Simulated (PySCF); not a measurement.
PySCF input (PBE0/def2-SVPD):

```python
import numpy as np, basis_set_exchange as bse
from pyscf import gto, scf, dft, df

basis = {'H': gto.basis.parse(bse.get_basis('def2-SVPD', elements=['H'], fmt='nwchem'))}
mol = gto.M(
    atom='''
    H    -0.00000000   -0.00000000   -0.37201156
    H     0.00000000    0.00000000    0.37201156
    ''',
    basis=basis,
    charge=0,
    verbose=4,
    max_memory=8640,
)
mf = dft.RKS(mol, xc='pbe0')
mf.grids.level = 3
mf = mf.density_fit(auxbasis=df.autoaux(mol))
mf.conv_tol = 1e-9
mf.max_cycle = 100
print('smallest overlap eigenvalue', np.linalg.eigvalsh(mol.intor('int1e_ovlp'))[0])
mf.kernel()
dip = mf.dip_moment()
```

Output:

```
PySCF version 2.14.0

[INPUT] verbose = 4
[INPUT] num. atoms = 2
[INPUT] num. electrons = 2
[INPUT] charge = 0
[INPUT] spin (= nelec alpha-beta = 2S) = 0
[INPUT] symmetry False subgroup None
[INPUT] Mole.unit = angstrom
[INPUT] Symbol           X                Y                Z      unit          X                Y                Z       unit  Magmom
[INPUT]  1 H      0.000000000000   0.000000000000  -0.372011560000 AA    0.000000000000   0.000000000000  -0.702999963572 Bohr   0.0
[INPUT]  2 H      0.000000000000   0.000000000000   0.372011560000 AA    0.000000000000   0.000000000000   0.702999963572 Bohr   0.0

nuclear repulsion = 0.711237590197466
number of shells = 8
number of NR pGTOs = 20
number of NR cGTOs = 16
basis = {'H': [[0, [13.010701, 0.019682158], [1.9622572, 0.13796524], [0.44453796, 0.47831935]], [0, [0.12194962, 1.0]], [1, [0.8, 1.0]], [1, [0.1170409905, 1.0]]]}
ecp = {}
ETB for H: l = 0, exps = 0.234081981 * 1.8^n , n = 0..9
ETB for H: l = 1, exps = 0.234081981 * 2^n , n = 0..3
ETB for H: l = 2, exps = 0.234081981 * 2.2^n , n = 0..3
smallest overlap eigenvalue 0.000426488825180824

******** <class 'pyscf.df.df_jk.DFRKS'> ********
method = DFRKS
initial guess = minao
damping factor = 0
level_shift factor = 0
DIIS = <class 'pyscf.scf.diis.CDIIS'>
diis_start_cycle = 1
diis_space = 8
diis_damp = 0
SCF conv_tol = 1e-09
SCF conv_tol_grad = None
SCF max_cycles = 100
direct_scf = False
XC library pyscf.dft.libxc version 7.1.2
    S. Lehtola, C. Steigemann, M. J. T. Oliveira, and M. A. L. Marques,  SoftwareX 7, 1–5 (2018)
XC functionals = pbe0
    C. Adamo and V. Barone,  J. Chem. Phys. 110, 6158 (1999)
    M. Ernzerhof and G. E. Scuseria,  J. Chem. Phys. 110, 5029 (1999)
radial grids:
    Treutler-Ahlrichs [JCP 102, 346 (1995); DOI:10.1063/1.469408] (M4) radial grids

becke partition: Becke, JCP 88, 2547 (1988); DOI:10.1063/1.454033
pruning grids: <function nwchem_prune>
grids dens level: 3
symmetrized grids: False
atomic radii adjust function: <function treutler_atomic_radii_adjust>
small_rho_cutoff = 0
Set gradient conv threshold to 3.16228e-05
Initial guess from minao.
tot grids = 19616
******** <class 'pyscf.df.df.DF'> ********
auxbasis = {'H': [[0, [np.float64(46.43233563909567), 1]], [0, [np.float64(25.795742021719818), 1]], [0, [np.float64(14.33096778984434), 1]], [0, [np.float64(7.961648772135745), 1]], [0, [np.float64(4.42313820674208), 1]], [0, [np.float64(2.4572990037456), 1]], [0, [np.float64(1.365166113192), 1]], [0, [np.float64(0.75842561844), 1]], [0, [np.float64(0.4213475658), 1]], [0, [np.float64(0.234081981), 1]], [1, [np.float64(1.872655848), 1]], [1, [np.float64(0.936327924), 1]], [1, [np.float64(0.468163962), 1]], [1, [np.float64(0.234081981), 1]], [2, [np.float64(2.4925049336880005), 1]], [2, [np.float64(1.1329567880400002), 1]], [2, [np.float64(0.5149803582), 1]], [2, [np.float64(0.234081981), 1]]]}
init E= -0.932755542495156
  HOMO = -0.464774524706307  LUMO = 0.0475063282815354  gap/eV = 13.93987
cycle= 1 E= -1.16338371584848  delta_E= -0.231  |g|= 0.0214  |ddm|=  0.6
  HOMO = -0.431933593798221  LUMO = 0.0730270210368143  gap/eV = 13.74068
cycle= 2 E= -1.16359414797653  delta_E= -0.00021  |g|= 0.00301  |ddm|= 0.03
  HOMO = -0.437315119229944  LUMO = 0.0709227319310549  gap/eV = 13.82986
cycle= 3 E= -1.16359826440301  delta_E= -4.12e-06  |g|= 3.54e-05  |ddm|= 0.00351
  HOMO = -0.437320946124735  LUMO = 0.0709342659264714  gap/eV = 13.83033
cycle= 4 E= -1.16359826518475  delta_E= -7.82e-10  |g|= 1.38e-06  |ddm|= 9.53e-05
  HOMO = -0.437319360705444  LUMO = 0.0709355346618882  gap/eV = 13.83032
Extra cycle  E= -1.16359826518559  delta_E= -8.46e-13  |g|= 1.18e-07  |ddm|= 2.68e-06
converged SCF energy = -1.16359826518559
Dipole moment(X, Y, Z, Debye): -0.00000, -0.00000, -0.00000
```
